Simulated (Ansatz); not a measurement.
# C2H6N2O: the cost of one run

Method: RKS B3LYP-D4/6-31G*, in Ansatz 0.2.0.

**1. The starting structure**

Bond lengths: C1–N2 1.401 Å, N2–C3 1.258 Å, C3–N4 1.378 Å, C3–O5 1.365 Å, C1–H6 1.093 Å, C1–H7 1.105 Å, C1–H8 1.153 Å, N4–H9 0.937 Å, N4–H10 1.052 Å, O5–H11 0.973 Å. Angles: C1–N2–C3 116.5°, N2–C1–H6 112.9°, N2–C1–H7 114.2°, N2–C1–H8 111.0°, H6–C1–H7 108.0°, H6–C1–H8 104.6°, H7–C1–H8 105.4°, N2–C3–N4 136.9°, N2–C3–O5 116.0°, N4–C3–O5 106.7°, C3–N4–H9 117.8°, C3–N4–H10 111.0°, H9–N4–H10 115.3°, C3–O5–H11 103.8°.

Structure file:

```xyz
11

C    -1.3421   -0.1678    0.7407
N    -0.3376   -0.9138    0.1098
C     0.5736   -0.2596   -0.4592
N     0.9446    1.0629   -0.5688
O     1.5648   -0.9952   -1.0427
H    -2.2000   -0.7756    1.0376
H    -0.9993    0.3954    1.6271
H    -1.7798    0.6229    0.0251
H     1.8447    1.2500   -0.7495
H     0.5096    1.6402    0.1955
H     1.2869   -1.9163   -0.8951
```

**2. End point A**

Contents of input.yaml:

```yaml
crystal:
  periodic: [false, false, false]
  atoms:
    - { symbol: C, position_ang: [-1.3421, -0.1678, 0.7407] }
    - { symbol: "N", position_ang: [-0.3376, -0.9138, 0.1098] }
    - { symbol: C, position_ang: [0.5736, -0.2596, -0.4592] }
    - { symbol: "N", position_ang: [0.9446, 1.0629, -0.5688] }
    - { symbol: O, position_ang: [1.5648, -0.9952, -1.0427] }
    - { symbol: H, position_ang: [-2.2, -0.7756, 1.0376] }
    - { symbol: H, position_ang: [-0.9993, 0.3954, 1.6271] }
    - { symbol: H, position_ang: [-1.7798, 0.6229, 0.0251] }
    - { symbol: H, position_ang: [1.8447, 1.25, -0.7495] }
    - { symbol: H, position_ang: [0.5096, 1.6402, 0.1955] }
    - { symbol: H, position_ang: [1.2869, -1.9163, -0.8951] }
basis:
  gaussian: { orbitals: "6-31G*" }
hamiltonian:
  xc: b3lyp
  dispersion: d4
relax:
  f_tol: 0.015
  max_steps: 40
```

Command:

```bash
$ ansatz run input.yaml --threads 1 --pin off --max-ram 2048MiB --backend cpu --events-out ev --progress --plain --runs-dir out
```

What time and memory should one allow on 1 thread of Arm Neoverse V1, shared host?

About 38 s, with a peak of 0.17 GiB.
